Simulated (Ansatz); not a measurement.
**AlH (SMILES [AlH]): HSE06/def2-TZVPPD**

What is the energy change on altering one bond length of AlH at HSE06/def2-TZVPPD? 

The calculation is run with Ansatz 0.2.0.

33 further runs of the same task are left out: 33 set aside as unsound or not needed.

### 1 The structure to begin with

AlH has 2 atoms, charge 0, and is taken as a singlet. As SMILES, `[AlH]`. The coordinates come from a PBE0-D4/def2-TZVP relaxation.

Bond lengths: Al1–H2 1.665 Å.

### 2 A single-point energy at HSE06/def2-TZVPPD

run.yaml reads:

```yaml
crystal:
  periodic: [false, false, false]
  atoms:
    - {symbol: Al, position_ang: [-0.000000, 0.000000, -0.025640]}
    - {symbol: H, position_ang: [0.000000, -0.000000, 1.639110]}
basis:
  gaussian:
    orbitals: def2-TZVPPD.json
magnetization:
  spin_polarized: false
hamiltonian:
  xc: hse06
accuracy: high
output: {orbitals: {seedname: orbitals}}
```

The basis set def2-TZVPPD is read from a file made from the Basis Set Exchange's data (not shown).

Started as:

```bash
$ ansatz run run.yaml --threads 1 --pin off --max-ram 3480MiB --events-out events.jsonl --progress --plain --runs-dir runs
```

What it wrote:

```text
Warning: RAYON_NUM_THREADS=1 ignored (pool sized by the plan → 1); use --threads N
Functional definition: HSE06
  name "HSE06"
  parameter a = 0.25
  parameter omega = 0.11/bohr
  exchange = pbe_x - a*pbe_x_sr(omega) + a*exact_x_sr(omega)
  correlation = pbe_c
816 factors; integrals over basis functions are off by at most 3.6e-9 eV
90 factors; integrals over basis functions are off by at most 1.7e-9 eV
mean field evaluation 1: about -6607.9004 eV, gradient 1.0e1 eV
mean field evaluation 2: about -6608.2094 eV, gradient 5.8e0 eV
mean field evaluation 4: about -6608.3942 eV, gradient 1.3e-1 eV
mean field evaluation 8: about -6608.3938 eV, gradient 2.1e-4 eV
mean field evaluation 16: about -6608.3938 eV, gradient 7.7e-9 eV
mean field -6608.39382668 eV, -242.8539938003 hartree, gradient 6.9e-9 eV, S^2 0.000000; 0 other end points of the search recorded, 0 dependent functions left out
reference -6608.39382911 eV, -242.8539938897 hartree; 7, 7 occupied and 58, 58 virtual orbitals, 816 factors
Total energy: -6608.39382911 eV, -242.8539938897 hartree
```

Wall time 1.2 s (1 thread of Arm Neoverse V2, shared host); peak memory 0.11 GiB.

### 3 The distorted shape, same level

input.yaml reads:

```yaml
crystal:
  periodic: [false, false, false]
  atoms:
    - {symbol: Al, position_ang: [-0.000000, 0.000000, -0.857990]}
    - {symbol: H, position_ang: [0.000000, -0.000000, 1.639110]}
basis:
  gaussian: {orbitals: def2-TZVPPD.json}
hamiltonian: {xc: {name: HSE06}}
output: {orbitals: {seedname: orbitals}}
accuracy: high
```

The basis set def2-TZVPPD is read from a file made from the Basis Set Exchange's data (not shown).

Started as:

```bash
$ ansatz run input.yaml --threads 1 --pin off --max-ram 3480MiB --events-out events.jsonl --progress --plain --runs-dir runs
```

What it wrote:

```text
Warning: RAYON_NUM_THREADS=1 ignored (pool sized by the plan → 1); use --threads N
Functional definition: HSE06
  name "HSE06"
  parameter a = 0.25
  parameter omega = 0.11/bohr
  exchange = pbe_x - a*pbe_x_sr(omega) + a*exact_x_sr(omega)
  correlation = pbe_c
787 factors; integrals over basis functions are off by at most 3.6e-9 eV
93 factors; integrals over basis functions are off by at most 1.8e-9 eV
mean field evaluation 1: about -6605.5781 eV, gradient 1.4e1 eV
mean field evaluation 2: about -6602.4980 eV, gradient 2.2e1 eV
mean field evaluation 4: about -6607.0568 eV, gradient 5.8e-1 eV
mean field evaluation 8: about -6607.0567 eV, gradient 1.4e-2 eV
mean field evaluation 16: about -6607.0567 eV, gradient 1.8e-7 eV
mean field -6607.05666411 eV, -242.8048539823 hartree, gradient 1.6e-9 eV, S^2 0.000000; 0 other end points of the search recorded, 0 dependent functions left out
reference -6607.05666672 eV, -242.8048540782 hartree; 7, 7 occupied and 58, 58 virtual orbitals, 787 factors
Total energy: -6607.05666672 eV, -242.8048540782 hartree
```

It took 1.3 s on 1 thread of Arm Neoverse V2, shared host; peak memory 0.11 GiB.

### 4 Summary of results

Level: HSE06/def2-TZVPPD.

```
                                                          quantity          value
                                         first shape: total energy  -242.85399 Eh
                                          first shape: HOMO energy       -5.44 eV
                                          first shape: LUMO energy       -2.17 eV
                                        first shape: HOMO–LUMO gap        3.27 eV
                                     distorted shape: total energy  -242.80485 Eh
                                      distorted shape: HOMO energy       -5.23 eV
                                      distorted shape: LUMO energy       -2.65 eV
                                    distorted shape: HOMO–LUMO gap        2.58 eV
energy change with the Al1–H2 bond stretched from 1.665 to 2.497 Å       1.337 eV
```

**Reading.** One bond (distorted shape) is far stretched, which a spin-restricted single reference describes badly; a broken-symmetry solution may lie lower. With the Al1–H2 bond stretched from 1.665 to 2.497 Å the energy rises by 1.34 eV (31 kcal/mol). The first shape isn't relaxed at this level, so the change isn't measured from a minimum. A restricted reference can't describe the breaking bond well at this length.
